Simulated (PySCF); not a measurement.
Splitting trees

Bonds (- single, = double, # triple, : aromatic): N1=C2 1.273 Å, C2-C3 1.434 Å, C3#C4 1.215 Å, C4-C5 1.456 Å, C5-F6 1.367 Å. N1 carries H7; C2 carries H8; C5 carries H9, H10. Stereochemistry as in [H]/N=C\C#CCF.

- J couplings at B3LYP/pcJ-1 (spin–dipole term only in couplings to heteroatoms)
- NMR shieldings at HF/pcSseg-2/GIAO
- coordinates at the PBE0-D3(BJ)/def2-SVP level
- run in PySCF
- a single conformation, no solvent, fast rotation and ring inversion assumed for equivalent nuclei, relativity neglected

References, each an isolated molecule treated in the same way: TMS for ¹³C (191.47 ppm), ¹H (31.68 ppm); CFCl3 for ¹⁹F (245.28 ppm).

Spectrometer: 800 MHz for ¹H. First-order analysis; couplings under 1 Hz (under 4 Hz in carbon signals) are ignored, and nearly equal couplings are merged; the smaller ones broaden or split the lines further.

(1) What pattern does C5 show in the proton-coupled ¹³C spectrum?

(2) What pattern does C4 show in the proton-coupled ¹³C spectrum?

(3) What pattern does H9/H10 show (¹H)?

(4) What pattern does F6 show (¹⁹F)?

Answers

(1) A doublet of triplets at δ 63.8: 247.4 Hz to F6 (1 × ¹⁹F, 1 bond away), 159.6 Hz to H9/H10 (2 × ¹H, 1 bond away). Lines in Hz from the centre (relative intensity): +283.3 (1), +123.7 (2), +35.9 (1), -35.9 (1), -123.7 (2), -283.3 (1). The outer lines are 566.6 Hz apart, the sum of the couplings kept, or 2.817 ppm at this field.

(2) A doublet of triplets of doublets at δ 93.6: 19.2 Hz to F6 (1 × ¹⁹F, 2 bonds away), 7.8 Hz to H9/H10 (2 × ¹H, 2 bonds away), 5.5 Hz to H8 (1 × ¹H, 3 bonds away). Lines in Hz from the centre (relative intensity): +20.1 (1), +14.7 (1), +12.3 (2), +6.8 (2), +4.5 (1), +0.9 (1), -0.9 (1), -4.5 (1), -6.8 (2), -12.3 (2), -14.7 (1), -20.1 (1). The outer lines are 40.3 Hz apart, the sum of the couplings kept, or 0.200 ppm at this field.

(3) A doublet at δ 4.75: 54.7 Hz to F6 (1 × ¹⁹F, 2 bonds away). Lines in Hz from the centre (relative intensity): +27.4 (1), -27.4 (1). The outer lines are 54.7 Hz apart, the sum of the couplings kept, or 0.068 ppm at this field.

(4) A triplet of doublets at δ -194.5: 54.7 Hz to H9/H10 (2 × ¹H, 2 bonds away), 7.6 Hz to H8 (1 × ¹H, 5 bonds away). Lines in Hz from the centre (relative intensity): +58.5 (1), +50.9 (1), +3.8 (2), -3.8 (2), -50.9 (1), -58.5 (1). The outer lines are 117.0 Hz apart, the sum of the couplings kept, or 0.155 ppm at this field.

The OH or NH signal is concentration- and solvent-dependent in practice; the value given is the gas-phase one.
